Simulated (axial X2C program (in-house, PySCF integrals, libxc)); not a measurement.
Correcting the dissociation energy of LiSi for spin–orbit coupling

A spin-free CCSD(T) curve (one-electron X2C) was computed with an axial X2C code built on PySCF integrals, basis Si dyall-v3z [8s7p2d1f], Li dyall-cv3z [7s8p2d] (cores contracted in-house), for the state M_S = 3/2, Λ = 0 (beyond evenly filled blocks: σα, π+α, π-α). It gives D0 = 1.770 eV to Si + Li, which in a spin-free picture are the weighted means of the ground terms.

Correlated methods: 5 electrons correlated (number of frozen shells: Si 2 s, 1 p; Li 1 s), 143 virtual spin orbitals or spinors in MP2, 61 natural virtuals in coupled cluster.

Measured levels of the ground terms (NIST Handbook of Basic Atomic Spectroscopic Data), in cm⁻¹: Si 3P: J = 0 at 0, J = 1 at 77.1, J = 2 at 223.2; Li 2S: J = 1/2 at 0.

The molecular state has Λ = 0, so it has no first-order lowering.

How far does each ground level lie under the (2J+1)-weighted mean of its term?

Si: (1 × 0 + 3 × 77.1 + 5 × 223.2)/9 = 150 cm⁻¹; Li: a single level, 0.

Correct D0.

D0 = 1.770 + (0 − 150)/8065.5 = 1.751 eV at CCSD(T) with these spin–orbit terms.

Second-order spin–orbit effects in the molecule, which grow quickly with Z, are left out. One determinant describes the state; a PBE0 search over occupations chose it and may have missed a lower one. Dissociation energies refer to the lowest single-determinant-based atoms at the same level and basis. Coupled cluster ran in a truncated set of natural virtual spinors; the MP2 energy of the rest was added. (T) has no such correction and the atoms are truncated less, which lowers De at CCSD(T) by a hundredth of an eV or more. Other states lie close and PBE0, whose exact exchange favours high spin, may order them wrongly; the determinant shown need not be the ground state. The nearest other spin-free determinant of the search, M_S = 1/2, Λ = 1, lies 0.72 eV up at the distance of the search.
